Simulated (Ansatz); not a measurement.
Worked example: vertical energy of the triplet above the singlet of C5H10O (pentanal)

The species is C5H10O (16 atoms), meant as a singlet with charge 0. As SMILES, `CCCCC=O`. The coordinates come from a PBE0-D4/def2-TZVP relaxation. This is one conformer, not always the lowest.

Both states at this one shape; open shells run unrestricted unless said. 1 Eh = 27.2114 eV.

| level | program | singlet C5H10O (Eh) | triplet C5H10O (Eh) |
| --- | --- | --- | --- |
| revPBE/6-31G* (spherical functions) | Ansatz | -271.674302 | -271.533593 |
| CCSD(T)/6-31G* (spherical functions), 6 core orbitals frozen | Ansatz | -270.920244 | -270.767154 |

Q: Work out the vertical gap, second state less first, at each level.

A: 
1. revPBE/6-31G* (spherical functions): -271.533593 − (-271.674302) = 0.140709 Eh = 3.83 eV.
2. CCSD(T)/6-31G* (spherical functions): -270.767154 − (-270.920244) = 0.153090 Eh = 4.17 eV.

No measured value is set beside it here; the levels span 3.83 to 4.17 eV.
